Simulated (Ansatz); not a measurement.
**NH₂ radical: geometry and frequencies at several levels**

The task, for NH₂ radical: geometry and frequencies at several levels. Spin multiplicity 2.

Program: Ansatz 0.2.0. Level of theory: the levels named in each step. These are calculated values, not measurements.

**1. Starting point**

Bond lengths: N1–H2 1.012 Å, N1–H3 1.012 Å. Angles: H2–N1–H3 111.4°.

Coordinates:

```xyz
3

N     0.0004    0.0717   -0.0006
H    -0.8385   -0.4941   -0.0012
H     0.8332   -0.5028    0.0091
```

**2. A rough first relaxation, PBE-D4/def2-SVP**

This run stands in another session on the same molecule. It ended at:

```xyz
3

N     0.0007    0.1403   -0.0011
H    -0.8051   -0.5285   -0.0007
H     0.7994   -0.5369    0.0092
```

**3. Relaxation, PBE0-D4/def2-TZVPP**

This run stands in another session on the same molecule. It ended at:

```xyz
3

N     0.0006    0.1179   -0.0009
H    -0.8049   -0.5173   -0.0008
H     0.7994   -0.5257    0.0091
```

**4. Frequencies, PBE0-D4/def2-TZVPP**

Input file input.yaml:

```yaml
crystal:
  periodic: [false, false, false]
  atoms:
    - { symbol: "N", position_ang: [0.00062399, 0.11791002, -0.0009364] }
    - { symbol: H, position_ang: [-0.80492208, -0.51734123, -0.00078995] }
    - { symbol: H, position_ang: [0.79940809, -0.52573878, 0.00906635] }
magnetization:
  spin_polarized: true
  initial_magnetization: 1
basis:
  gaussian: { orbitals: def2-TZVPP }
hamiltonian:
  xc: pbe0
  dispersion: d4
phonons: {}
```

Run with:

```
> ansatz run input.yaml --threads 1 --pin off --max-ram 2560MiB --backend cpu --events-out ev --progress --plain --runs-dir out
```

Log, shortened:

```text
Warning: RAYON_NUM_THREADS=1 ignored (pool sized by the plan → 1); use --threads N
[...]
Functional definition: PBE0
[...]
273 factors; their error is unknown
[...]
mean field -1519.39040253 eV, -55.8365674130 hartree, gradient 1.4e-5 eV, S^2 0.753600; 0 other end points of the search recorded, 0 dependent functions left out
[...]
reference -1519.39041696 eV, -55.8365679434 hartree; 5, 4 occupied and 54, 55 virtual orbitals, 273 factors
[...]
273 factors; their error is unknown
[...]
mean field -1519.39030937 eV, -55.8365639895 hartree, gradient 8.8e-7 eV, S^2 0.753605; 0 other end points of the search recorded, 0 dependent functions left out
[...]
reference -1519.39032380 eV, -55.8365645198 hartree; 5, 4 occupied and 54, 55 virtual orbitals, 273 factors
[...]
273 factors; their error is unknown
mean field -1519.39031535 eV, -55.8365642094 hartree, gradient 8.4e-7 eV, S^2 0.753595; 0 other end points of the search recorded, 0 dependent functions left out
[...]
reference -1519.39032978 eV, -55.8365647398 hartree; 5, 4 occupied and 54, 55 virtual orbitals, 273 factors
[...]
273 factors; their error is unknown
[...]
mean field -1519.39035270 eV, -55.8365655820 hartree, gradient 6.4e-7 eV, S^2 0.753596; 0 other end points of the search recorded, 0 dependent functions left out
[...]
reference -1519.39036714 eV, -55.8365661125 hartree; 5, 4 occupied and 54, 55 virtual orbitals, 273 factors
[...]
273 factors; their error is unknown
mean field -1519.39034720 eV, -55.8365653800 hartree, gradient 7.5e-7 eV, S^2 0.753604; 0 other end points of the search recorded, 0 dependent functions left out
[...]
reference -1519.39036163 eV, -55.8365659103 hartree; 5, 4 occupied and 54, 55 virtual orbitals, 273 factors
[...]
273 factors; their error is unknown
mean field -1519.39035900 eV, -55.8365658134 hartree, gradient 1.7e-6 eV, S^2 0.753596; 0 other end points of the search recorded, 0 dependent functions left out
[...]
reference -1519.39037343 eV, -55.8365663438 hartree; 5, 4 occupied and 54, 55 virtual orbitals, 273 factors
[...]
273 factors; their error is unknown
mean field -1519.39035729 eV, -55.8365657507 hartree, gradient 5.8e-7 eV, S^2 0.753604; 0 other end points of the search recorded, 0 dependent functions left out
[...]
reference -1519.39037172 eV, -55.8365662810 hartree; 5, 4 occupied and 54, 55 virtual orbitals, 273 factors
Total energy: -1519.39543596 eV, -55.8367523883 hartree
Atom 0 at     0.000624     0.117910    -0.000936 Å, force     0.000001     0.000123    -0.000001 eV/Å
Atom 1 at    -0.804922    -0.517341    -0.000790 Å, force    -0.000463    -0.000059    -0.000002 eV/Å
Atom 2 at     0.799408    -0.525739     0.009066 Å, force     0.000462    -0.000064     0.000003 eV/Å
Dipole moment:    -0.002054    -0.388751     0.003085 e Å
Vibrations: 1533.91 3396.76 3491.68 cm⁻¹, zero-point energy 0.522119 eV
```

Run time: 2.8 s. Hardware: 1 thread of Arm Neoverse V1, shared host; peak memory 0.089 GiB.

Harmonic frequencies (cm⁻¹; negative: imaginary): 1534, 3397, 3492.

**5. Relaxation, PBE-D4/def2-TZVPP**

input.yaml, as its differences from that of step 4:

```diff
@@ -12,4 +12,6 @@
 hamiltonian:
-  xc: pbe0
+  xc: pbe
   dispersion: d4
-phonons: {}
+relax:
+  f_tol: 0.002
+  max_steps: 150
```

Run with:

```
> ansatz run input.yaml --threads 1 --pin off --max-ram 2560MiB --backend cpu --events-out ev --progress --plain --runs-dir out
```

Log, shortened:

```text
Warning: RAYON_NUM_THREADS=1 ignored (pool sized by the plan → 1); use --threads N
[...]
Functional definition: PBE
[...]
273 factors; their error is unknown
[...]
mean field -1519.23037153 eV, -55.8306863824 hartree, gradient 5.4e-6 eV, S^2 0.752803; 0 other end points of the search recorded, 0 dependent functions left out
[...]
reference -1519.23039039 eV, -55.8306870755 hartree; 5, 4 occupied and 54, 55 virtual orbitals, 273 factors
relax step   1: F+E_penalty+E_count = -1519.23663442 eV  Δ(F+E_penalty+E_count) = +0.000e0 eV  max|allowed force component| = 5.659e-1 eV/Å  Δτ_max = 0.0000 Å  (25 SCF iters, accepted)
[...]
relax step   4: F+E_penalty+E_count = -1519.24159967 eV  Δ(F+E_penalty+E_count) = -1.620e-5 eV  max|allowed force component| = 2.758e-3 eV/Å  Δτ_max = 0.0008 Å  (20 SCF iters, accepted)
[...]
relax step   5: F+E_penalty+E_count = -1519.24160012 eV  Δ(F+E_penalty+E_count) = -4.480e-7 eV  max|allowed force component| = 1.766e-5 eV/Å  Δτ_max = 0.0002 Å  (17 SCF iters, accepted)
273 factors; their error is unknown
mean field -1519.23529166 eV, -55.8308671938 hartree, gradient 2.7e-5 eV, S^2 0.752851; 1 other end points of the search recorded, 0 dependent functions left out
[...]
reference -1519.23531067 eV, -55.8308678923 hartree; 5, 4 occupied and 54, 55 virtual orbitals, 273 factors
Total energy: -1519.24161913 eV, -55.8310997240 hartree
Atom 0 at     0.000670     0.126647    -0.001006 Å, force     0.000000     0.000016    -0.000000 eV/Å
Atom 1 at    -0.809115    -0.521688    -0.000781 Å, force     0.000018    -0.000008     0.000000 eV/Å
Atom 2 at     0.803555    -0.530129     0.009127 Å, force    -0.000018    -0.000008    -0.000000 eV/Å
Dipole moment:    -0.001996    -0.377811     0.002998 e Å
```

It took 3.2 s on 1 thread of Arm Neoverse V1, shared host; peak memory 0.091 GiB.

Step by step:

```csv
step,E - E(step 1) (eV),largest force component (eV/Å)
1,0.0000,0.5659
2,-0.0042,0.2193
3,-0.0049,0.0172
4,-0.0050,0.0028
5,-0.0050,0.0000
```

Step 1 is the start.

Before: Bond lengths: N1–H2 1.026 Å, N1–H3 1.026 Å. Angles: H2–N1–H3 102.9°.

After: Bond lengths: N1–H2 1.037 Å, N1–H3 1.037 Å. Angles: H2–N1–H3 102.0°.

**6. Frequencies, PBE-D4/def2-TZVPP**

Input file input.yaml:

```yaml
crystal:
  periodic: [false, false, false]
  atoms:
    - { symbol: "N", position_ang: [0.0006702, 0.12664707, -0.00100574] }
    - { symbol: H, position_ang: [-0.80911504, -0.52168795, -0.0007809] }
    - { symbol: H, position_ang: [0.80355484, -0.53012911, 0.00912664] }
magnetization:
  spin_polarized: true
  initial_magnetization: 1
basis:
  gaussian: { orbitals: def2-TZVPP }
hamiltonian:
  xc: pbe
  dispersion: d4
phonons: {}
```

Run with:

```
> ansatz run input.yaml --threads 1 --pin off --max-ram 2560MiB --backend cpu --events-out ev --progress --plain --runs-dir out
```

Log, shortened:

```text
Warning: RAYON_NUM_THREADS=1 ignored (pool sized by the plan → 1); use --threads N
[...]
[... 1 set-up line as earlier in the session ...]
[...]
273 factors; their error is unknown
[...]
mean field -1519.23529166 eV, -55.8308671938 hartree, gradient 7.9e-5 eV, S^2 0.752851; 0 other end points of the search recorded, 0 dependent functions left out
[...]
reference -1519.23531067 eV, -55.8308678923 hartree; 5, 4 occupied and 54, 55 virtual orbitals, 273 factors
[...]
273 factors; their error is unknown
[...]
mean field -1519.23520483 eV, -55.8308640027 hartree, gradient 1.8e-6 eV, S^2 0.752854; 0 other end points of the search recorded, 0 dependent functions left out
[...]
reference -1519.23522385 eV, -55.8308647018 hartree; 5, 4 occupied and 54, 55 virtual orbitals, 273 factors
[...]
273 factors; their error is unknown
[...]
273 factors; their error is unknown
mean field -1519.23525288 eV, -55.8308657688 hartree, gradient 1.1e-6 eV, S^2 0.752847; 0 other end points of the search recorded, 0 dependent functions left out
[...]
reference -1519.23527188 eV, -55.8308664671 hartree; 5, 4 occupied and 54, 55 virtual orbitals, 273 factors
[...]
273 factors; their error is unknown
mean field -1519.23524889 eV, -55.8308656220 hartree, gradient 1.3e-6 eV, S^2 0.752854; 0 other end points of the search recorded, 0 dependent functions left out
[...]
reference -1519.23526790 eV, -55.8308663207 hartree; 5, 4 occupied and 54, 55 virtual orbitals, 273 factors
Total energy: -1519.24161913 eV, -55.8310997240 hartree
Atom 0 at     0.000670     0.126647    -0.001006 Å, force     0.000000     0.000017    -0.000000 eV/Å
Atom 1 at    -0.809115    -0.521688    -0.000781 Å, force     0.000016    -0.000008     0.000000 eV/Å
Atom 2 at     0.803555    -0.530129     0.009127 Å, force    -0.000016    -0.000008    -0.000000 eV/Å
Dipole moment:    -0.001996    -0.377810     0.002998 e Å
Vibrations: 1497.47 3259.64 3353.60 cm⁻¹, zero-point energy 0.502800 eV
```

Run time: 2.8 s. Hardware: 1 thread of Arm Neoverse V1, shared host; peak memory 0.085 GiB.

Harmonic frequencies (cm⁻¹; negative: imaginary): 1497, 3260, 3354.

**7. Relaxation, r2SCAN-D4/def2-TZVPP**

Input file input.yaml:

```yaml
crystal:
  periodic: [false, false, false]
  atoms:
    - { symbol: "N", position_ang: [0.00062399, 0.11791002, -0.0009364] }
    - { symbol: H, position_ang: [-0.80492208, -0.51734123, -0.00078995] }
    - { symbol: H, position_ang: [0.79940809, -0.52573878, 0.00906635] }
magnetization:
  spin_polarized: true
  initial_magnetization: 1
basis:
  gaussian: { orbitals: def2-TZVPP }
hamiltonian:
  xc: r2scan
  dispersion: d4
relax:
  f_tol: 0.002
  max_steps: 150
```

Run with:

```
> ansatz run input.yaml --threads 1 --pin off --max-ram 2560MiB --backend cpu --events-out ev --progress --plain --runs-dir out
```

Log, shortened:

```text
Warning: RAYON_NUM_THREADS=1 ignored (pool sized by the plan → 1); use --threads N
[...]
Functional definition: r2SCAN
[...]
273 factors; their error is unknown
[...]
mean field -1520.36180439 eV, -55.8722657731 hartree, gradient 1.7e-5 eV, S^2 0.754887; 0 other end points of the search recorded, 0 dependent functions left out
[...]
reference -1520.36181122 eV, -55.8722660242 hartree; 5, 4 occupied and 54, 55 virtual orbitals, 273 factors
relax step   1: F+E_penalty+E_count = -1520.36329218 eV  Δ(F+E_penalty+E_count) = +0.000e0 eV  max|allowed force component| = 1.009e-1 eV/Å  Δτ_max = 0.0000 Å  (30 SCF iters, accepted)
[...]
relax step   2: F+E_penalty+E_count = -1520.36341860 eV  Δ(F+E_penalty+E_count) = -1.264e-4 eV  max|allowed force component| = 4.322e-2 eV/Å  Δτ_max = 0.0013 Å  (36 SCF iters, accepted)
[...]
relax step   3: F+E_penalty+E_count = -1520.36344933 eV  Δ(F+E_penalty+E_count) = -3.073e-5 eV  max|allowed force component| = 1.457e-3 eV/Å  Δτ_max = 0.0011 Å  (36 SCF iters, accepted)
273 factors; their error is unknown
[...]
mean field -1520.36195956 eV, -55.8722714754 hartree, gradient 5.2e-5 eV, S^2 0.754894; 1 other end points of the search recorded, 0 dependent functions left out
[...]
reference -1520.36196640 eV, -55.8722717267 hartree; 5, 4 occupied and 54, 55 virtual orbitals, 273 factors
Total energy: -1520.36345617 eV, -55.8723264749 hartree
Atom 0 at     0.000637     0.120318    -0.000956 Å, force     0.000002     0.000352    -0.000003 eV/Å
Atom 1 at    -0.804031    -0.518550    -0.000775 Å, force    -0.001457    -0.000168    -0.000008 eV/Å
Atom 2 at     0.798504    -0.526938     0.009070 Å, force     0.001455    -0.000183     0.000010 eV/Å
Dipole moment:    -0.002041    -0.386360     0.003066 e Å
```

Wall time 4.5 s (1 thread of Arm Neoverse V1, shared host); peak memory 0.1 GiB.

The steps of the relaxation:

```
step  E - E(step 1) (eV)  largest force component (eV/Å)
   1              0.0000                          0.1009
   2             -0.0001                          0.0432
   3             -0.0002                          0.0015
```

Step 1 is the start.

Before: Bond lengths: N1–H2 1.026 Å, N1–H3 1.026 Å. Angles: H2–N1–H3 102.9°.

After: Bond lengths: N1–H2 1.027 Å, N1–H3 1.027 Å. Angles: H2–N1–H3 102.5°.

**8. Frequencies, r2SCAN-D4/def2-TZVPP**

Input file input.yaml:

```yaml
crystal:
  periodic: [false, false, false]
  atoms:
    - { symbol: "N", position_ang: [0.00063672, 0.12031817, -0.00095551] }
    - { symbol: H, position_ang: [-0.80403098, -0.51855001, -0.00077488] }
    - { symbol: H, position_ang: [0.79850426, -0.52693816, 0.00907039] }
magnetization:
  spin_polarized: true
  initial_magnetization: 1
basis:
  gaussian: { orbitals: def2-TZVPP }
hamiltonian:
  xc: r2scan
  dispersion: d4
phonons: {}
```

Run with:

```
> ansatz run input.yaml --threads 1 --pin off --max-ram 2560MiB --backend cpu --events-out ev --progress --plain --runs-dir out
```

Log, shortened:

```text
Warning: RAYON_NUM_THREADS=1 ignored (pool sized by the plan → 1); use --threads N
[...]
[... 1 set-up line as earlier in the session ...]
[...]
273 factors; their error is unknown
[...]
mean field -1520.36195956 eV, -55.8722714754 hartree, gradient 1.7e-5 eV, S^2 0.754894; 0 other end points of the search recorded, 0 dependent functions left out
[...]
reference -1520.36196640 eV, -55.8722717268 hartree; 5, 4 occupied and 54, 55 virtual orbitals, 273 factors
[...]
273 factors; their error is unknown
[...]
mean field -1520.36187111 eV, -55.8722682250 hartree, gradient 2.0e-6 eV, S^2 0.754899; 0 other end points of the search recorded, 0 dependent functions left out
[...]
reference -1520.36187795 eV, -55.8722684765 hartree; 5, 4 occupied and 54, 55 virtual orbitals, 273 factors
[...]
273 factors; their error is unknown
[...]
273 factors; their error is unknown
mean field -1520.36191419 eV, -55.8722698082 hartree, gradient 2.0e-6 eV, S^2 0.754890; 0 other end points of the search recorded, 0 dependent functions left out
[...]
reference -1520.36192103 eV, -55.8722700595 hartree; 5, 4 occupied and 54, 55 virtual orbitals, 273 factors
[...]
273 factors; their error is unknown
mean field -1520.36191819 eV, -55.8722699550 hartree, gradient 2.0e-6 eV, S^2 0.754899; 0 other end points of the search recorded, 0 dependent functions left out
[...]
reference -1520.36192503 eV, -55.8722702065 hartree; 5, 4 occupied and 54, 55 virtual orbitals, 273 factors
Total energy: -1520.36345617 eV, -55.8723264749 hartree
Atom 0 at     0.000637     0.120318    -0.000956 Å, force     0.000002     0.000353    -0.000003 eV/Å
Atom 1 at    -0.804031    -0.518550    -0.000775 Å, force    -0.001458    -0.000169    -0.000008 eV/Å
Atom 2 at     0.798504    -0.526938     0.009070 Å, force     0.001456    -0.000184     0.000010 eV/Å
Dipole moment:    -0.002041    -0.386360     0.003066 e Å
Vibrations: 1536.60 3357.31 3452.49 cm⁻¹, zero-point energy 0.517411 eV
```

Run time: 4.8 s. Hardware: 1 thread of Arm Neoverse V1, shared host; peak memory 0.098 GiB.

Harmonic frequencies (cm⁻¹; negative: imaginary): 1537, 3357, 3452.

(Part 1 of 2 ends here.)
